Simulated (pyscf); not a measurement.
A first-order saddle from PySCF, ωB97X-D3(BJ)/def2-SVP:

```
As
H 1 1.5222
H 1 1.9780 2 82.87
H 3 0.9847 1 169.86 2 -143.08
Si 3 1.6956 4 75.45 1 -32.02
H 5 1.4805 3 99.11 4 94.62
H 5 1.4938 6 117.98 3 -124.18
H 5 1.5076 6 108.81 3 120.07
Si 1 2.3357 2 93.28 3 72.61
H 9 1.4902 1 111.71 2 44.71
H 9 1.4913 10 109.68 2 -143.27
H 9 1.5040 10 108.09 11 -116.57
```
Charge 0, spin multiplicity 1.

Surface: singlet, charge 0. Lowest wavenumbers (cm⁻¹): 1451i, 52, 98, 133, 185.

**Question.** What reaction is this the transition state of?

**Answer.** H₃Si–AsH₂ (SMILES [SiH3][AsH2]) + SiH₄ (SMILES [SiH4]) ⇌ H₃Si–AsH–SiH₃ (SMILES [SiH3][AsH][SiH3]) + H₂ (SMILES [H][H]), a four-centre exchange read from left to right: As–H, H–Si broken and As–Si, H–H formed. At ωB97M-D3(BJ)/def2-TZVP it lies +61.5 kcal/mol from the left side and +64.0 kcal/mol from the right (each side as separated species at their lowest minima found). At the saddle there is also a short H–Si contact that neither side keeps. One saddle was located; it need not be the lowest between these sides. Elements up to Kr have no core potential and no relativistic terms here.
